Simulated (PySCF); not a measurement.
PySCF job for propyne (C₃H₄), SMILES C#CC, TDA-CAM-B3LYP/def2-SVPD. The structure is a stationary point at ωB97X-D3(BJ)/def2-TZVP.

```python
import numpy as np
from pyscf import gto, scf, dft, tdscf

mol = gto.M(
    atom='''
    C    -0.00000000   -0.00000000   -1.24155519
    C     0.00000000   -0.00000000    0.22088279
    C    -0.00000000    0.00000000    1.41921522
    H     0.88543035    0.51120345   -1.62528198
    H    -0.88543035    0.51120346   -1.62528198
    H    -0.00000000   -1.02240691   -1.62528198
    H    -0.00000000   -0.00000000    2.48458904
    ''',
    basis='def2-SVPD',
    charge=0,
    spin=0,
    symmetry=True,
    max_memory=1600,
    verbose=4,
)
mf = dft.RKS(mol, xc='cam-b3lyp').density_fit(auxbasis='def2-universal-jkfit')
mf.grids.level = 3
mf.conv_tol = 1e-9
mf.max_cycle = 100
mf.kernel()
mf.grids = dft.Grids(mol).set(level=1).build(with_non0tab=True)  # coarser grid for the response kernel
td = tdscf.TDA(mf)
td.singlet = True
td.nstates = 10
td.conv_tol = 1e-4
td.positive_eig_threshold = 1e-6
td.kernel(x0=td.get_init_guess(mf, 15))
td.analyze()
tt = tdscf.TDA(mf)
tt.singlet = False
tt.nstates = 4
tt.conv_tol = 1e-4
tt.positive_eig_threshold = 1e-6
tt.kernel(x0=tt.get_init_guess(mf, 9))
tt.analyze(verbose=3)
```

Log of the run:

```
PySCF version 2.14.0

[INPUT] verbose = 4
[INPUT] num. atoms = 7
[INPUT] num. electrons = 22
[INPUT] charge = 0
[INPUT] spin (= nelec alpha-beta = 2S) = 0
[INPUT] symmetry True subgroup None
[INPUT] Mole.unit = angstrom
[INPUT] Symbol           X                Y                Z      unit          X                Y                Z       unit  Magmom
[INPUT]  1 C      0.000000000000   0.000000000000  -1.241555190000 AA    0.000000000000   0.000000000000  -2.346199277632 Bohr   0.0
[INPUT]  2 C      0.000000000000   0.000000000000   0.220882790000 AA    0.000000000000   0.000000000000   0.417407978730 Bohr   0.0
[INPUT]  3 C      0.000000000000   0.000000000000   1.419215220000 AA    0.000000000000   0.000000000000   2.681928077614 Bohr   0.0
[INPUT]  4 H      0.885430350000   0.511203450000  -1.625281980000 AA    1.673220863878   0.966034514433  -3.071337817391 Bohr   0.0
[INPUT]  5 H     -0.885430350000   0.511203460000  -1.625281980000 AA   -1.673220863878   0.966034533330  -3.071337817391 Bohr   0.0
[INPUT]  6 H      0.000000000000  -1.022406910000  -1.625281980000 AA    0.000000000000  -1.932069047763  -3.071337817391 Bohr   0.0
[INPUT]  7 H      0.000000000000   0.000000000000   2.484589040000 AA    0.000000000000   0.000000000000   4.695192817696 Bohr   0.0

nuclear repulsion = 58.7915941080559
point group symmetry = C3v, use subgroup Cs
symmetry origin: [0.00000000e+00 1.00929366e-17 1.71793303e-09]
symmetry axis x: [7.80268642e-10 1.00000000e+00 2.80004029e-18]
symmetry axis y: [ 1.25733545e-18 -2.80004029e-18  1.00000000e+00]
symmetry axis z: [ 1.00000000e+00 -7.80268642e-10 -1.25733545e-18]
num. orbitals of irrep A' = 62
num. orbitals of irrep A" = 30
number of shells = 40
number of NR pGTOs = 130
number of NR cGTOs = 92
basis = def2-SVPD
ecp = {}


******** <class 'pyscf.df.df_jk.DFSymAdaptedRKS'> ********
method = DFSymAdaptedRKS
initial guess = minao
damping factor = 0
level_shift factor = 0
DIIS = <class 'pyscf.scf.diis.CDIIS'>
diis_start_cycle = 1
diis_space = 8
diis_damp = 0
SCF conv_tol = 1e-09
SCF conv_tol_grad = None
SCF max_cycles = 100
direct_scf = False
XC library pyscf.dft.libxc version 7.1.2
    S. Lehtola, C. Steigemann, M. J. T. Oliveira, and M. A. L. Marques,  SoftwareX 7, 1–5 (2018)
XC functionals = cam-b3lyp
    T. Yanai, D. P. Tew, and N. C. Handy,  Chem. Phys. Lett. 393, 51 (2004)
radial grids:
    Treutler-Ahlrichs [JCP 102, 346 (1995); DOI:10.1063/1.469408] (M4) radial grids

becke partition: Becke, JCP 88, 2547 (1988); DOI:10.1063/1.454033
pruning grids: <function nwchem_prune>
grids dens level: 3
symmetrized grids: True
atomic radii adjust function: <function treutler_atomic_radii_adjust>
small_rho_cutoff = 0
Freeze 0 electrons in irreps []
    22 free electrons in irreps A' A"
Set gradient conv threshold to 3.16228e-05
Initial guess from minao.
tot grids = 81592
******** <class 'pyscf.df.df.DF'> ********
auxbasis = def2-universal-jkfit
Create RSH-DF object <pyscf.df.df.DF object> for omega=0.33
******** <class 'pyscf.df.df.DF'> ********
auxbasis = auxmol.basis = def2-universal-jkfit
init E= -116.729698417709
HOMO (A') = -0.323726101448701  LUMO (A") = 0.00678910779634184  gap/eV = 8.99378
cycle= 1 E= -116.480356657336  delta_E= 0.249  |g|= 0.258  |ddm|= 6.96
HOMO (A") = -0.289764450212986  LUMO (A') = 0.0518219638101876  gap/eV = 9.29504
cycle= 2 E= -116.491754245419  delta_E= -0.0114  |g|= 0.171  |ddm|=  1.5
HOMO (A') = -0.338400301827999  LUMO (A') = 0.050873615445159  gap/eV = 10.59268
cycle= 3 E= -116.499081383814  delta_E= -0.00733  |g|= 0.0484  |ddm|= 0.434
HOMO (A') = -0.338450802077544  LUMO (A') = 0.0497737049286013  gap/eV = 10.56413
cycle= 4 E= -116.49949307823  delta_E= -0.000412  |g|= 0.0278  |ddm|= 0.0923
HOMO (A') = -0.335955243794128  LUMO (A') = 0.0504902142943973  gap/eV = 10.51572
cycle= 5 E= -116.49968460407  delta_E= -0.000192  |g|= 0.0021  |ddm|= 0.0779
HOMO (A') = -0.336288161148106  LUMO (A') = 0.0505538858842627  gap/eV = 10.52651
cycle= 6 E= -116.499685701082  delta_E= -1.1e-06  |g|= 0.000766  |ddm|= 0.0147
HOMO (A') = -0.336291380782022  LUMO (A') = 0.0505290584046798  gap/eV = 10.52592
cycle= 7 E= -116.499685846914  delta_E= -1.46e-07  |g|= 9.24e-05  |ddm|= 0.00225
HOMO (A') = -0.336278697823875  LUMO (A') = 0.0505283923592086  gap/eV = 10.52556
cycle= 8 E= -116.499685849857  delta_E= -2.94e-09  |g|= 1.28e-05  |ddm|= 0.000524
HOMO (A') = -0.336279836390859  LUMO (A') = 0.0505290054530754  gap/eV = 10.52560
cycle= 9 E= -116.499685849931  delta_E= -7.42e-11  |g|= 1.9e-06  |ddm|= 9.44e-05
HOMO (A') = -0.336280403429163  LUMO (A') = 0.0505289782297162  gap/eV = 10.52562
Extra cycle  E= -116.499685849933  delta_E= -1.62e-12  |g|= 1.3e-06  |ddm|= 1.02e-05
converged SCF energy = -116.499685849933
tot grids = 25432
Overwritten attributes  positive_eig_threshold  of <class 'pyscf.tdscf.rks.TDA'>


******** <class 'pyscf.tdscf.rks.TDA'> for <class 'pyscf.df.df_jk.DFSymAdaptedRKS'> ********
nstates = 10 singlet
deg_eia_thresh = 1.000e-03
wfnsym = None
conv_tol = 0.0001
eigh lindep = 1e-12
eigh level_shift = 0
eigh max_cycle = 100


Excitation energies (eV)
[6.73366156 6.97961636 6.97967236 7.44037352 7.44040755 8.46035763
 8.46037024 9.17715261 9.17716812 9.96318507]

** Singlet excitation energies and oscillator strengths **
Excited State   1:   A"      6.73366 eV    184.13 nm  f=0.0000
      10 -> 15        0.48572
      11 -> 14       -0.48573
Excited State   2:   A"      6.97962 eV    177.64 nm  f=0.0008
      10 -> 15        0.48750
      11 -> 14        0.48750
Excited State   3:   A'      6.97967 eV    177.64 nm  f=0.0008
      10 -> 14        0.48750
      11 -> 15       -0.48750
Excited State   4:   A'      7.44037 eV    166.64 nm  f=0.0226
      11 -> 12        0.68351
      11 -> 13        0.10965
      11 -> 16        0.12512
Excited State   5:   A"      7.44041 eV    166.64 nm  f=0.0226
      10 -> 12        0.68352
      10 -> 13        0.10964
      10 -> 16        0.12510
Excited State   6:   A"      8.46036 eV    146.55 nm  f=0.0230
      10 -> 13       -0.67501
      10 -> 16        0.18035
Excited State   7:   A'      8.46037 eV    146.55 nm  f=0.0229
      11 -> 13       -0.67501
      11 -> 16        0.18036
Excited State   8:   A'      9.17715 eV    135.10 nm  f=0.0671
      11 -> 12       -0.14390
      11 -> 13        0.16359
      11 -> 16        0.65734
      11 -> 21        0.10302
Excited State   9:   A"      9.17717 eV    135.10 nm  f=0.0671
      10 -> 12        0.14388
      10 -> 13       -0.16357
      10 -> 16       -0.65735
      10 -> 21       -0.10302
Excited State  10:   A'      9.96319 eV    124.44 nm  f=0.6235
      10 -> 14       -0.35240
      10 -> 18       -0.31461
      10 -> 22        0.10415
      11 -> 15       -0.35237
      11 -> 17        0.31446
      11 -> 23       -0.10412

** Transition electric dipole moments (AU) **
state          X           Y           Z        Dip. S.      Osc.
  1        -0.0000      0.0000     -0.0000      0.0000      0.0000
  2         0.0704     -0.0000      0.0000      0.0050      0.0008
  3        -0.0000      0.0704      0.0000      0.0050      0.0008
  4         0.0000      0.3520      0.0000      0.1239      0.0226
  5         0.3520      0.0000     -0.0000      0.1239      0.0226
  6        -0.3328      0.0000      0.0000      0.1107      0.0230
  7         0.0000     -0.3327      0.0000      0.1107      0.0229
  8        -0.0000      0.5463      0.0000      0.2984      0.0671
  9        -0.5463     -0.0000      0.0000      0.2984      0.0671
 10        -0.0000     -0.0001      1.5982      2.5542      0.6235

** Transition velocity dipole moments (imaginary part, AU) **
state          X           Y           Z        Dip. S.      Osc.
  1        -0.0000      0.0000      0.0000      0.0000      0.0000
  2         0.0072     -0.0000     -0.0000      0.0001      0.0001
  3        -0.0000      0.0072      0.0000      0.0001      0.0001
  4        -0.0000      0.0904      0.0000      0.0082      0.0199
  5         0.0904      0.0000      0.0000      0.0082      0.0199
  6        -0.1251      0.0000      0.0000      0.0156      0.0335
  7        -0.0000     -0.1251      0.0000      0.0156      0.0335
  8        -0.0000      0.1687      0.0000      0.0285      0.0563
  9        -0.1687     -0.0000      0.0000      0.0285      0.0563
 10        -0.0000     -0.0000      0.3720      0.1384      0.2520

** Transition magnetic dipole moments (imaginary part, AU) **
state          X           Y           Z
  1        -0.0000     -0.0000      0.1084
  2         0.0000      0.0553     -0.0000
  3        -0.0553     -0.0000     -0.0000
  4         0.7737     -0.0000      0.0000
  5         0.0000     -0.7737      0.0000
  6         0.0000     -0.0136     -0.0000
  7         0.0136     -0.0000      0.0000
  8         0.1520      0.0000     -0.0000
  9         0.0000      0.1520     -0.0000
 10         0.0001     -0.0000      0.0000


******** <class 'pyscf.tdscf.rks.TDA'> for <class 'pyscf.df.df_jk.DFSymAdaptedRKS'> ********
nstates = 4 triplet
deg_eia_thresh = 1.000e-03
wfnsym = None
conv_tol = 0.0001
eigh lindep = 1e-12
eigh level_shift = 0
eigh max_cycle = 100


Excitation energies (eV)
[5.51983181 6.03947082 6.03949679 6.73259693]

** Triplet excitation energies and oscillator strengths **
Excited State   1:   A'      5.51983 eV    224.62 nm  f=0.0000
Excited State   2:   A"      6.03947 eV    205.29 nm  f=0.0000
Excited State   3:   A'      6.03950 eV    205.29 nm  f=0.0000
Excited State   4:   A"      6.73260 eV    184.16 nm  f=0.0000
```

The run converged.

Cost: roughly 60 core-seconds.
